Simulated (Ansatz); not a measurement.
# BF₂ radical: how energies converge with the basis set

Aim: see how fast density functionals and correlated methods converge with the basis set for BF₂ radical.

Computed with Ansatz 0.2.0, Gaussian basis. Level: one geometry, several basis sets.

Levels to be run: PBE0-D4/def2-SVP; ωB97M-V/def2-SVP; PBE0-D4/def2-QZVPP; ωB97M-V/def2-QZVPP; CCSD(T)/cc-pV(D+d)Z; CCSD(T)/cc-pV(T+d)Z; CCSD(T)/cc-pV(Q+d)Z; the functionals' def2-TZVPP values are taken from earlier runs.

### Step 1. The geometry

An earlier PBE0-D4 in a triple-zeta def2 set relaxation fixed the geometry.

SMILES `F[B]F`, 3 atoms, charge 0, spin multiplicity 2.

Atoms are counted from 1 here; the program's logs count them from 0.

Bond lengths: F1–B2 1.306 Å, B2–F3 1.306 Å. Angles: F1–B2–F3 121.1°.

As a file:

| atom | x (Å) | y (Å) | z (Å) |
| --- | --- | --- | --- |
| F1 | 0.5131 | -1.0443 | 0.1600 |
| B2 | 0.2790 | 0.2405 | 0.1813 |
| F3 | -0.8029 | 0.7389 | -0.3546 |

### Step 2. PBE0-D4 in def2-SVP

Contents of in.yaml:

```yaml
crystal:
  periodic: [false, false, false]
  atoms:
    - {symbol: F, position_ang: [0.513056, -1.044331, 0.159989]}
    - {symbol: B, position_ang: [0.278958, 0.240495, 0.181287]}
    - {symbol: F, position_ang: [-0.802914, 0.738936, -0.354576]}
basis:
  gaussian: {orbitals: def2-SVP}
magnetization: {spin_polarized: true, initial_magnetization: 1}
hamiltonian: {xc: pbe0, dispersion: d4}
output: {orbitals: {seedname: orbitals}}
```

After this run come: ωB97M-V in def2-SVP; PBE0-D4 in def2-QZVPP; ωB97M-V in def2-QZVPP; CCSD(T) in cc-pV(D+d)Z; CCSD(T) in cc-pV(T+d)Z; CCSD(T) in cc-pV(Q+d)Z.

**Question.** What will the summary of the whole plan be? Wanted: MP2 correlation recovered, cc-pV(D+d)Z; MP2 correlation recovered, cc-pV(T+d)Z; MP2 correlation recovered, cc-pV(Q+d)Z; CCSD(T) limit from def2 sets; PBE0-D4: double and triple zeta above quadruple; ωB97M-V: double and triple zeta above quadruple.

The runs gave:

| quantity | value |
| --- | --- |
| MP2 correlation recovered, cc-pV(D+d)Z | 65.6 % |
| MP2 correlation recovered, cc-pV(T+d)Z | 86.5 % |
| MP2 correlation recovered, cc-pV(Q+d)Z | 94.4 % |
| CCSD(T) limit from def2 sets (earlier runs) less the limit of this series | 23 meV |
| PBE0-D4: double and triple zeta above quadruple | 7.82, 0.33 eV |
| ωB97M-V: double and triple zeta above quadruple | 7.92, 0.31 eV |

PBE0-D4 gains 7.49 eV from double to triple zeta, then 0.33 eV more. Correlation climbs from 66 % (cc-pV(D+d)Z) to 94 % (cc-pV(Q+d)Z) of the limit; Hartree-Fock is 0.155 eV from its own by then. A limit from the def2 sets, made apart, differs by 23 meV, a least measure of the doubt on such a limit. Total energies overstate the basis error of differences, where much of it tends to cancel.
